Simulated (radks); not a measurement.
# N²⁺ in 1s1 2s2 2p1 3p1: an all-electron calculation

An exercise on one series of results from a longer session: the logs are not shown, and one member is left open.

Method: non-relativistic Kohn-Sham, LDA (Slater exchange, Perdew-Wang correlation), spin-unpolarised, spherical densities, point nucleus. Code: radks (a radial shooting solver on a logarithmic mesh, Libxc functionals) version 1.

**The atom as given**

```
element       : nitrogen (Z = 7)
charge        : +2
electrons     : 5
configuration : 1s1 2s2 2p1 3p1
```

The outer shells:

N²⁺
```
1s [↑ ]
2s [↑↓]
2p [↑ ][  ][  ]
3p [↑ ][  ][  ]
```

Set-up of the first run:

Settings of this run:

```text
Z 7
configuration 1s1 2s2 2p1 3p1 3s0 3d0 4p0 4f0
relativity non-relativistic
functional lda,pw
spin unpolarised
nucleus point
```

Command:

```console
$ python run_ks.py task.json out
```

All runs below come from this command, one after another.

One table of the session follows, with a row left open; its other results are not shown here.

It belongs to the step «Shells». Radial moments (bohr):

| level | <r> | outermost maximum (interpolated) | 90 % within | nodes |
| --- | --- | --- | --- | --- |
| 1s | 0.2211 | 0.145 | 0.394 | 0 |
| 2s | 1.043 | 0.863 | 1.62 | 1 |
| 2p | 0.9371 | 0.712 | 1.54 | 0 |
| 3s | 2.980 | 2.71 | 4.35 | 2 |
| 3p | 3.071 | 2.77 | 4.56 | 1 |
| 3d | ? | ? | ? | ? |
| 4p | 6.381 | 6.24 | 9.16 | 2 |
| 4f | 6.226 | 5.37 | 9.17 | 0 |

Estimate the missing values for 3d.

**Answer.** <r>: 3.096; outermost maximum (interpolated): 2.61; 90 % within: 4.78; nodes: 0. In the column «<r>» it lies between 3p (3.071) and 4f (6.226).
